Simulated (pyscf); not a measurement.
7 gas-phase steps of one pattern: four-centre exchange on the singlet surface, F/Cl/Br/I–H, H–Si/Ge/Sn broken and F/Cl/Br/I–Si/Ge/Sn, H–H formed. Structures and frequencies: ωB97X-D3(BJ)/def2-SVP in PySCF. Electronic energies in kJ/mol, from the separated reactants; ΔE‡ and ΔE at ωB97M-D3(BJ)/def2-TZVP. Rows were drawn at random from the steps of this pattern with a verified saddle, stable references and no exit in the data more than 5 kcal/mol lower.

```csv
row,step,ΔE,ΔE‡
1,HO–SiH(OH)–OH (SMILES O[SiH](O)O) + HF (SMILES F) → HO–Si(OH)(OH)–F (SMILES O[Si](O)(O)F) + H₂ (SMILES [H][H]),-141.9,99.5
2,H₂N–SiH₂–Cl (SMILES N[SiH2]Cl) + HCl (SMILES Cl) -> H₂N–SiH(Cl)–Cl (SMILES N[SiH](Cl)Cl) + H₂ (SMILES [H][H]),-81.8,135.2
3,H₃Si–Cl (SMILES [SiH3]Cl) + HCl (SMILES Cl) -> Cl–SiH₂–Cl (SMILES Cl[SiH2]Cl) + H₂ (SMILES [H][H]),-78.0,136.7
4,H₂N–SiH(Cl)–Cl (SMILES N[SiH](Cl)Cl) + HCl (SMILES Cl) → H₂N–Si(Cl)(Cl)–Cl (SMILES N[Si](Cl)(Cl)Cl) + H₂ (SMILES [H][H]),-76.9,135.8
5,H₃Sn–SnH₃ (SMILES [SnH3][SnH3]) + HCl (SMILES Cl) -> Cl–SnH₂–SnH₃ (SMILES [Cl][SnH2][SnH3]) + H₂ (SMILES [H][H]),-68.7,?
6,Cl–GeH₃ (SMILES [Cl][GeH3]) + HCl (SMILES Cl) → Cl–GeH₂–Cl (SMILES [Cl][GeH2][Cl]) + H₂ (SMILES [H][H]),-51.8,152.4
7,Cl–SnH(Cl)–Cl (SMILES [Cl][SnH]([Cl])[Cl]) + HF (SMILES F) → F–Sn(Cl)(Cl)–Cl (SMILES [F][Sn]([Cl])([Cl])[Cl]) + H₂ (SMILES [H][H]),-20.9,126.7
```

Task: Fit ΔE‡ = a + b·ΔE to the other rows and predict row 5.

Result: Over the 6 complete rows the means are -75.2 (ΔE) and 131.1 (ΔE‡); least squares gives b = 0.29 and a = 152.9 kJ/mol, with residuals of 12.0 kJ/mol (root mean square; largest 20.1, row 7). For row 5: 152.9 + 0.29 × (-68.7) = 133.0 kJ/mol. The computed barrier is 128.4 kJ/mol, 4.6 under the line. The scatter is large against the spread of the barriers, so the line says little here. Each barrier is that of the saddle found. Elements up to Kr have no core potential and no relativistic terms here. Elements past Kr carry the def2 core potentials, without spin-orbit coupling.
